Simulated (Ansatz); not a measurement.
`CNCOC`. Charge 0, multiplicity 1. All single points use the PBE0-D4/def2-TZVP geometry. It is one conformer, not always the lowest.

```xyz
14

C     1.277   -0.958   -0.925
N     1.178    0.191   -0.049
C     0.073    1.052   -0.298
O    -1.216    0.460   -0.276
C    -1.606    0.029    0.998
H     0.421   -1.642   -0.871
H     1.358   -0.612   -1.959
H     2.186   -1.516   -0.691
H     1.243   -0.071    0.924
H     0.107    1.874    0.430
H     0.163    1.463   -1.307
H    -2.640   -0.309    0.928
H    -1.550    0.845    1.734
H    -0.995   -0.807    1.363
```

(1) What is the dipole moment at r2SCAN/def2-TZVPP? (An estimate is asked.)

(2) And with PBE, B3LYP, ωB97M-V? (Best estimate.)

(3) Give the Mulliken charges with r2SCAN, ωB97M-V, B3LYP in def2-TZVPP. (Estimate.)

Answers

(1) The calculation gave: 1.38 D, with components (0.26, -0.57, 1.23) D in this frame, pointing from negative to positive charge.

(2) Ansatz gave: PBE 1.35 D, B3LYP 1.41 D, ωB97M-V 1.43 D.

(3) The calculation gave: 
```csv
atom,r2SCAN,ωB97M-V,B3LYP
C1,-0.05,-0.24,-0.18
N2,-0.29,-0.25,-0.26
C3,0.20,0.01,0.09
O4,-0.33,-0.31,-0.33
C5,0.00,-0.19,-0.13
H6,0.05,0.11,0.09
H7,0.04,0.11,0.08
H8,0.05,0.11,0.09
H9,0.12,0.10,0.11
H10,0.03,0.11,0.08
H11,0.04,0.11,0.09
H12,0.07,0.13,0.12
H13,0.04,0.10,0.08
H14,0.03,0.09,0.07
```

B3LYP here is the variant with VWN-RPA as its local correlation; programs differ in this.
